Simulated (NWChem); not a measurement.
System: AlF3; SMILES [F][Al]([F])[F]

The following NWChem deck was run.

```
start job
memory heap 200 mb stack 900 mb global 1100 mb
geometry units angstroms noautosym nocenter noautoz
  Al     0.000000     0.000000     0.000000
  F     -0.463021    -1.573299     0.000000
  F     -1.131006     1.187638     0.000000
  F      1.594027     0.385661     0.000000
end
basis spherical
  * library 6-31g*
end
dft
  xc slater vwn_5
  iterations 150
  vectors input atomic output neutral.movecs
end
task dft energy
charge 1
dft
  odft
  mult 2
  vectors input atomic output cation.movecs
end
task dft energy
```

Parts of the log:

```
             Northwest Computational Chemistry Package (NWChem) 7.3.0
             --------------------------------------------------------

                             Geometry "geometry" -> ""
                             -------------------------

 Output coordinates in angstroms (scale by  1.889725989 to convert to a.u.)

  No.       Tag          Charge          X              Y              Z
 ---- ---------------- ---------- -------------- -------------- --------------
    1 Al                  13.0000     0.00000000     0.00000000     0.00000000
    2 F                    9.0000    -0.46302100    -1.57329900     0.00000000
    3 F                    9.0000    -1.13100600     1.18763800     0.00000000
    4 F                    9.0000     1.59402700     0.38566100     0.00000000

 Effective nuclear repulsion energy (a.u.)     158.5243509067

                                 NWChem DFT Module
                                 -----------------

 Summary of "ao basis" -> "ao basis" (spherical)
 ------------------------------------------------------------------------------
       Tag                 Description            Shells   Functions and Types
 ---------------- ------------------------------  ------  ---------------------
 Al                          6-31g*                  8       18   4s3p1d
 F                           6-31g*                  6       14   3s2p1d

            General Information
            -------------------
          SCF calculation type: DFT
          Wavefunction type:  closed shell.
          No. of atoms     :     4
          No. of electrons :    40
           Alpha electrons :    20
            Beta electrons :    20
          Charge           :     0
          Spin multiplicity:     1
          Use of symmetry is: off; symmetry adaption is: off
          Maximum number of iterations: 150
          AO basis - number of functions:    60
                     number of shells:    26
          Convergence on energy requested:  1.00D-06
          Convergence on density requested:  1.00D-05
          Convergence on gradient requested:  5.00D-04

              XC Information
              --------------
                        Slater Exchange Functional  1.000 local
                      VWN V Correlation Functional  1.000 local

             Grid Information
             ----------------
          Grid used for XC integration:  medium
          Radial quadrature: Mura-Knowles
          Angular quadrature: Lebedev.
          Tag              B.-S. Rad. Rad. Pts. Rad. Cut. Ang. Pts.
          ---              ---------- --------- --------- ---------
          Al                  1.25       88           7.0       590
          F                   0.50       49           7.0       434
          Grid pruning is: on
          Number of quadrature shells:   235
          Spatial weights used:  Erf1

      Superposition of Atomic Density Guess
      -------------------------------------

 Sum of atomic energies:        -539.97564677

      Non-variational initial energy
      ------------------------------

 Total energy =    -540.083395
 1-e energy   =   -1069.450070
 2-e energy   =     370.842324
 HOMO         =      -0.658843
 LUMO         =      -0.082715

   convergence    iter        energy       DeltaE   RMS-Dens  Diis-err
 ---------------- ----- ----------------- --------- --------- ---------
 d= 0,ls=0.0,diis     1   -539.0405363974 -6.98D+02  3.25D-02  1.65D+00
 d= 0,ls=0.0,diis     2   -538.6644638286  3.76D-01  1.96D-02  6.27D+00
 d= 0,ls=0.0,diis     3   -539.1881019650 -5.24D-01  1.10D-03  2.68D-02
 d= 0,ls=0.0,diis     4   -539.1901596378 -2.06D-03  3.19D-04  8.80D-04
 d= 0,ls=0.0,diis     5   -539.1902489835 -8.93D-05  2.57D-05  8.22D-06
 d= 0,ls=0.0,diis     6   -539.1902496450 -6.62D-07  3.95D-06  3.23D-07

         Total DFT energy =     -539.190249644975
      One electron energy =    -1071.912299889374
           Coulomb energy =      421.444989513171
    Exchange-Corr. energy =      -47.247290175431
 Nuclear repulsion energy =      158.524350906659

 Numeric. integr. density =       39.999996005480

                       DFT Final Molecular Orbital Analysis
                       ------------------------------------

 Vector   18  Occ=2.000000D+00  E=-3.553578D-01
              MO Center= -7.9D-01, -1.6D-02, -6.4D-10, r^2= 2.4D+00
   Bfn.  Coefficient  Atom+Function         Bfn.  Coefficient  Atom+Function
  ----- ------------  ---------------      ----- ------------  ---------------
    37      0.486724  3 F  pz                23     -0.429116  2 F  pz
    41      0.348077  3 F  pz                27     -0.306879  2 F  pz
    15      0.078824  1 Al d -1              51     -0.057611  4 F  pz
    55     -0.041200  4 F  pz                17      0.028408  1 Al d  1

 Vector   19  Occ=2.000000D+00  E=-3.553575D-01
              MO Center=  7.9D-01,  1.6D-02,  1.3D-10, r^2= 2.4D+00
   Bfn.  Coefficient  Atom+Function         Bfn.  Coefficient  Atom+Function
  ----- ------------  ---------------      ----- ------------  ---------------
    51      0.528763  4 F  pz                55      0.378141  4 F  pz
    23     -0.314270  2 F  pz                27     -0.224748  2 F  pz
    37     -0.214486  3 F  pz                41     -0.153388  3 F  pz
    17     -0.078824  1 Al d  1              15      0.028408  1 Al d -1

 Vector   20  Occ=2.000000D+00  E=-3.383474D-01
              MO Center=  1.6D-05, -4.2D-06,  6.9D-11, r^2= 3.1D+00
   Bfn.  Coefficient  Atom+Function         Bfn.  Coefficient  Atom+Function
  ----- ------------  ---------------      ----- ------------  ---------------
    50      0.375683  4 F  py                21      0.370795  2 F  px
    35     -0.279900  3 F  px                54      0.272504  4 F  py
    25      0.268958  2 F  px                36     -0.266553  3 F  py
    39     -0.203027  3 F  px                40     -0.193345  3 F  py
    22     -0.109124  2 F  py                49     -0.090893  4 F  px

[...]
```

Level: LDA (Slater exchange, VWN5)/6-31G* (spherical d), vertical spin-unrestricted ions. The geometry was optimised at B3LYP/6-31G* (spherical d).
